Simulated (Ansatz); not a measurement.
# AlP₂H (triplet): wave-function methods side by side at a displaced geometry (v2), cc-pVDZ

One table from this session's results is given with a row withheld; the runs are named, their logs left out.

Program: Ansatz 0.2.0, Gaussian basis. Level of theory: cc-pVDZ, core rule «outside noble gas», up to 15 orbitals frozen. These are calculated values, not measurements.

The runs, in order: UHF; CCSD(T) on ROHF; CCSD(T) on UHF; BCCD(T) on ROHF; CISD; CCSDT(Q) on ROHF; CCSDT(Q) on UHF.

30 further runs of the same task are left out: 4 for a known fault of the program, 9 that didn't finish, 17 set aside as unsound or not needed.

## The system

The geometry is a PBE0/def2-TZVP stationary point (not a proven minimum) with its atoms shifted at random (size 0.100 Å).

4 atoms, charge 0, spin multiplicity 3.

Atoms are counted from 1 here; the program's logs count them from 0.

Bond lengths: Al1–P2 2.378 Å, P2–P3 2.101 Å, P2–H4 1.339 Å. Angles: Al1–P2–P3 141.7°, Al1–P2–H4 107.9°, P3–P2–H4 108.8°.

Coordinates:

```xyz
4

Al    0.0872   -0.2563    2.2626
P    -0.0776    0.4503   -0.0017
P    -0.0010   -0.2849   -1.9682
H     0.0821    1.7798   -0.0315
```

The first run:

File in.yaml:

```yaml
crystal:
  periodic: [false, false, false]
  atoms:
    - {symbol: Al, position_ang: [0.087233, -0.256343, 2.262593]}
    - {symbol: P, position_ang: [-0.077641, 0.450318, -0.001739]}
    - {symbol: P, position_ang: [-0.001020, -0.284933, -1.968203]}
    - {symbol: H, position_ang: [0.082088, 1.779765, -0.031470]}
basis:
  gaussian: {orbitals: cc-pVDZ}
magnetization: {spin_polarized: true, initial_magnetization: 2}
hamiltonian: {xc: hf}
output: {orbitals: {seedname: orbitals}}
```

The run is started by

```sh
ansatz run in.yaml --threads 1 --pin off --events-out ev --progress --plain --max-ram 2393MiB
```

Steps of the session up to this table: UHF; CCSD(T) on ROHF; CCSD(T) on UHF; BCCD(T) on ROHF; CISD; CCSDT(Q) on ROHF; CCSDT(Q) on UHF.

One table of the session follows, with a row left open; its other results are not shown here.

```
   method  from UCCSDT(Q) (kJ/mol)
     ROHF                   +808.9
      UHF                   +789.3
     RMP2                   +153.6
     UMP2                   +159.3
     CISD                   +133.7
    RCCSD                    +37.7
    UCCSD                    +37.2
 RCCSD(T)                     +7.4
 UCCSD(T)                        ?
  BCCD(T)                     +7.0
   RCCSDT                     +2.8
   UCCSDT                     +2.7
RCCSDT(Q)                     +0.2
UCCSDT(Q)                        0
```

**Question.** Estimate the row for UCCSD(T).

**Answer.** from UCCSDT(Q) (kJ/mol): +7.5. In the column «from UCCSDT(Q) (kJ/mol)» it lies between RCCSD(T) (+7.4) and UCCSD (+37.2).

Limits of these values: Restricted and unrestricted rows rest on different reference determinants; where their highest levels disagree by more than a few hundredths of an eV, they describe different states and don't form one ladder.
